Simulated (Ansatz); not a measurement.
# H3LiP (charge +1): molecular dynamics, part 2 of 2

Aim: follow the two partners and see whether they stay together, part or react. The start is relaxed first. Runs: 120 steps of 4 fs at constant energy, with velocities drawn for 1500 K; 150 steps of 0.5 fs under a Nosé-Hoover thermostat at 300 K. SMILES of the start: [Li+].P.

Ansatz 0.2.0; UKS CAM-B3LYP/def2-SVP. Earlier steps stand in the parts before.

### Step 6. Run 2

150 steps of 0.5 fs under a Nosé-Hoover thermostat at 300 K, from the relaxed start.

The input, input.yaml:

```yaml
crystal:
  periodic: [false, false, false]
  atoms:
    - { symbol: Li, position_ang: [0.07244, 0.01234, -2.390309] }
    - { symbol: P, position_ang: [-0.003026, -0.000535, 0.09993] }
    - { symbol: H, position_ang: [1.039519, -0.656582, 0.792343] }
    - { symbol: H, position_ang: [-1.119294, -0.598234, 0.727177] }
    - { symbol: H, position_ang: [0.010362, 1.243012, 0.770858] }
total_charge: 1
magnetization:
  spin_polarized: true
basis:
  gaussian: { orbitals: def2-SVP }
hamiltonian:
  xc: cam_b3lyp
md:
  timestep: 0.5
  n_steps: 150
  ensemble: nvt_nose_hoover
  temperature: 300.0
  initial_velocities: maxwell_boltzmann
  seed: 992956
```

On the command line:

```bash
$ ansatz run input.yaml --threads 1 --pin off --max-ram 2048MiB --backend cpu --events-out ev --progress --plain --runs-dir out
```

Log, shortened:

```text
Warning: RAYON_NUM_THREADS=1 ignored (pool sized by the plan → 1); use --threads N
[...]
Functional definition: CAM-B3LYP
[...]
481 factors; integrals over basis functions are off by at most 4.0e-4 eV
209 factors; integrals over basis functions are off by at most 1.5e-5 eV
[...]
mean field -9533.19997941 eV, -350.3386374081 hartree, gradient 2.3e-5 eV, S^2 0.000000; 0 other end points of the search recorded, 0 dependent functions left out
[...]
reference -9533.20010309 eV, -350.3386419535 hartree; 10, 10 occupied and 32, 32 virtual orbitals, 481 factors
md step     0: t =     0.00 fs  T =   300.0 K  F+E_penalty+E_count = -9533.19997941 eV  E_kin = 0.116334 eV  conserved = -9533.08364541 eV  (22 SCF iters)
[...]
md step    19: t =     9.50 fs  T =    97.9 K  F+E_penalty+E_count = -9533.12101735 eV  E_kin = 0.037978 eV  conserved = -9533.08318030 eV  (19 SCF iters)
[...]
md step    38: t =    19.00 fs  T =   132.5 K  F+E_penalty+E_count = -9533.13430721 eV  E_kin = 0.051396 eV  conserved = -9533.08358031 eV  (21 SCF iters)
[...]
md step    57: t =    28.50 fs  T =   103.9 K  F+E_penalty+E_count = -9533.12217048 eV  E_kin = 0.040296 eV  conserved = -9533.08329976 eV  (21 SCF iters)
[...]
md step    74: t =    37.00 fs  T =   187.4 K  F+E_penalty+E_count = -9533.15224920 eV  E_kin = 0.072671 eV  conserved = -9533.08322458 eV  (21 SCF iters)
md step    75: t =    37.50 fs  T =   198.6 K  F+E_penalty+E_count = -9533.15649118 eV  E_kin = 0.077002 eV  conserved = -9533.08328380 eV  (21 SCF iters)
```

### Step 7. More of the same log: dynamics from the start

Output, continued, shortened:

```text
md step    76: t =    38.00 fs  T =   213.6 K  F+E_penalty+E_count = -9533.16224413 eV  E_kin = 0.082831 eV  conserved = -9533.08336732 eV  (21 SCF iters)
[...]
md step    94: t =    47.00 fs  T =   246.4 K  F+E_penalty+E_count = -9533.17182239 eV  E_kin = 0.095534 eV  conserved = -9533.08351669 eV  (22 SCF iters)
[...]
md step   112: t =    56.00 fs  T =    98.3 K  F+E_penalty+E_count = -9533.11052069 eV  E_kin = 0.038106 eV  conserved = -9533.08312160 eV  (21 SCF iters)
[...]
md step   130: t =    65.00 fs  T =   122.0 K  F+E_penalty+E_count = -9533.11798168 eV  E_kin = 0.047314 eV  conserved = -9533.08343047 eV  (21 SCF iters)
[...]
md step   148: t =    74.00 fs  T =    98.2 K  F+E_penalty+E_count = -9533.10559260 eV  E_kin = 0.038090 eV  conserved = -9533.08340940 eV  (21 SCF iters)
[...]
md step   149: t =    74.50 fs  T =    76.6 K  F+E_penalty+E_count = -9533.09693837 eV  E_kin = 0.029686 eV  conserved = -9533.08330288 eV  (21 SCF iters)
[...]
md step   150: t =    75.00 fs  T =    56.5 K  F+E_penalty+E_count = -9533.08894443 eV  E_kin = 0.021902 eV  conserved = -9533.08320402 eV  (22 SCF iters)
Total energy: -9533.08906744 eV, -350.3345614686 hartree
Atom 0 at     0.054562     0.018169    -2.554730 Å, force     0.065256    -0.019807     0.416382 eV/Å
Atom 1 at     0.008305    -0.005707     0.139311 Å, force    -0.146476     1.186288    -0.972346 eV/Å
Atom 2 at     0.972943    -0.649410     0.914649 Å, force     0.161870    -0.097681     0.346223 eV/Å
Atom 3 at    -1.192917    -0.571295     0.578000 Å, force    -0.184323    -0.130953     0.363793 eV/Å
Atom 4 at    -0.074535     1.327690     0.719650 Å, force     0.103674    -0.937848    -0.154052 eV/Å
Dipole moment:     0.015261     0.015300    -1.669313 e Å
```

Run time: 6 min. Hardware: 1 thread of Arm Neoverse N1, shared host; peak memory 0.19 GiB.

### Step 8. The trajectory

The trajectory, every 6 steps (energies from step 0):

```
time (fs)  T (K)  potential energy change (meV/atom)  conserved energy change (meV/atom)
      0.0    300                                 0.0                                0.00
      3.0    197                                 8.1                                0.09
      6.0    214                                 6.7                                0.01
      9.0    110                                14.8                                0.08
     12.0    145                                12.1                                0.04
     15.0    124                                13.8                                0.05
     18.0    115                                14.5                                0.04
     21.0     85                                16.9                                0.05
     24.0     33                                21.0                                0.08
     27.0    121                                14.1                                0.02
     30.0    117                                14.6                                0.09
     33.0    246                                 4.7                                0.00
     36.0    185                                 9.7                                0.09
     39.0    242                                 5.4                                0.02
     42.0    176                                10.8                                0.08
     45.0    229                                 6.8                                0.03
     48.0    216                                 8.1                                0.06
     51.0    209                                 8.9                                0.06
     54.0    200                                 9.8                                0.02
     57.0     93                                18.3                                0.09
     60.0    127                                15.8                                0.02
     63.0     52                                21.8                                0.10
     66.0    156                                13.8                                0.01
     69.0     81                                19.9                                0.10
     72.0    129                                16.3                                0.02
     75.0     56                                22.2                                0.09
```

time (fs), T (K) and a bar:
```
      0.0        300 ##############################
      3.5        189 ##################
      6.5        208 ####################
     10.0         94 ########
     13.0        168 ################
     16.5         89 #######
     19.5        132 ############
     23.0         21 
     26.0        107 #########
     29.5        104 #########
     32.5        237 #######################
     36.0        185 ##################
     39.0        242 ########################
     42.5        164 ###############
     45.5        245 ########################
     49.0        189 ##################
     52.0        234 #######################
     55.5        116 ##########
     58.5        129 ############
     62.0         60 ####
     65.0        122 ###########
     68.5         98 ########
     71.5        116 ##########
     75.0         56 ####
```

### Step 9. Frames from the trajectory

Positions (Å) and forces (eV/Å):

```xyz
5
time_fs=9.5 T=98 dE=0.0790
Li    0.083    0.008   -2.300   -0.031    0.014   -0.355
P    -0.010    0.000    0.087    0.116    1.093   -0.194
H     1.080   -0.677    0.632    0.283   -0.120    0.386
H    -1.085   -0.639    0.706   -0.246   -0.013    0.347
H     0.071    1.310    0.723   -0.122   -0.975   -0.183
5
time_fs=19.0 T=133 dE=0.0657
Li    0.091    0.005   -2.254   -0.045    0.023   -0.638
P    -0.014    0.003    0.071    0.137   -0.309    0.845
H     1.111   -0.663    0.638   -0.215    0.060   -0.040
H    -1.056   -0.604    0.819    0.093   -0.029   -0.177
H     0.076    1.202    0.795    0.030    0.255    0.009
5
time_fs=28.0 T=111 dE=0.0747
Li    0.092    0.005   -2.280   -0.047    0.016   -0.502
P    -0.015    0.004    0.073    0.118   -0.852    0.816
H     1.094   -0.659    0.679   -0.146    0.049   -0.198
H    -1.031   -0.610    0.858    0.040    0.018   -0.326
H     0.083    1.169    0.813    0.035    0.769    0.210
5
time_fs=37.5 T=199 dE=0.0435
Li    0.088    0.007   -2.365   -0.045    0.013   -0.078
P    -0.012    0.001    0.098    0.107    0.941   -0.229
H     1.074   -0.674    0.658    0.305   -0.129    0.297
H    -1.070   -0.642    0.750   -0.229    0.021    0.240
H     0.079    1.291    0.761   -0.138   -0.847   -0.231
5
time_fs=47.0 T=246 dE=0.0282
Li    0.079    0.011   -2.464   -0.017    0.007    0.228
P    -0.005   -0.001    0.118    0.045    0.559   -0.474
H     1.068   -0.664    0.749   -0.065    0.005    0.193
H    -1.133   -0.593    0.715   -0.004   -0.086    0.174
H     0.006    1.276    0.771    0.041   -0.485   -0.122
5
time_fs=56.0 T=98 dE=0.0895
Li    0.068    0.014   -2.535    0.018   -0.011    0.341
P     0.002   -0.001    0.125   -0.057   -1.214    0.019
H     0.994   -0.634    0.945   -0.227    0.092   -0.428
H    -1.148   -0.564    0.763    0.237    0.006   -0.306
H    -0.034    1.180    0.817    0.028    1.127    0.373
5
time_fs=65.5 T=142 dE=0.0742
Li    0.058    0.018   -2.570    0.050   -0.021    0.405
P     0.007   -0.003    0.134   -0.178    0.423   -0.068
H     0.927   -0.634    0.988    0.280   -0.097   -0.062
H    -1.151   -0.591    0.689   -0.126    0.053   -0.035
H    -0.045    1.266    0.800   -0.025   -0.358   -0.239
5
time_fs=75.0 T=56 dE=0.1110
Li    0.055    0.018   -2.555    0.065   -0.020    0.416
P     0.008   -0.006    0.139   -0.146    1.186   -0.972
H     0.973   -0.649    0.915    0.162   -0.098    0.346
H    -1.193   -0.571    0.578   -0.184   -0.131    0.364
H    -0.074    1.328    0.720    0.104   -0.938   -0.154
```

On run 2: Against a set 300 K the second half averages 155 K, going from 199 to 56 K over that half; 13 meV/atom has gone into potential energy, and a thermostat that acts over some 100 fs has not made it up in 75 fs. The conserved energy strays from its start by at most 0.11 meV/atom, 0.9 % of the mean kinetic energy, which is good for a step of 0.5 fs. The bonds all hold.

### Step 10. Summary of results

The summary covers parts 1 to 2.

| quantity | value |
| --- | --- |
| relaxation of the start | 3 moves, 0.092 eV lower |
| run 1: length | 120 steps of 4 fs |
| run 1: temperature, first and last step | 1500 and 43611 K |
| run 1: temperature, second half | mean 43612 K, from 43509 to 43755 K |
| run 1: potential energy, second half | +2259 meV/atom from this run's first step |
| run 1: largest change of the total energy | 5567.34 meV/atom |
| run 1: bonds formed or broken | 3 |
| run 2: length | 150 steps of 0.5 fs |
| run 2: temperature, first and last step | 300 and 56 K |
| run 2: temperature, second half | mean 155 K, from 52 to 254 K |
| run 2: potential energy, second half | +13 meV/atom from this run's first step |
| run 2: largest change of the conserved energy | 0.11 meV/atom |
| run 2: bonds formed or broken | 0 |

What this shows: Mean temperatures of the second halves: none that means anything (unstable run), 155 K. Bonds changed in run 1 (an artefact of the unstable or too long step). In the last run: the bonds all hold. 75 fs on 5 atoms is far too short and small for converged averages. The nuclei move classically, without zero-point motion, which matters most for hydrogen.
